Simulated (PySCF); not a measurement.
nitrous oxide (N₂O), SMILES N#[N+][O-]. Atoms are numbered in the order given.

```xyz
3

N      0.0000     0.0000    -1.1894
N      0.0000     0.0000    -0.0713
O      0.0000     0.0000     1.1031
```
Charge 0, spin multiplicity 1.

The structure is a stationary point at PBE0-D3(BJ)/def2-TZVP.

Method: B3LYP/pcJ-1 in PySCF.

Isotropic couplings with Fermi-contact, spin-dipole and both spin-orbit terms, one fixed conformer, no vibrational averaging. Isotopes: 14N.

Computed spin–spin coupling constants:
```
pair   bonds apart  J (Hz)
-----  -----------  ------
N1–N2            1    -2.5
```
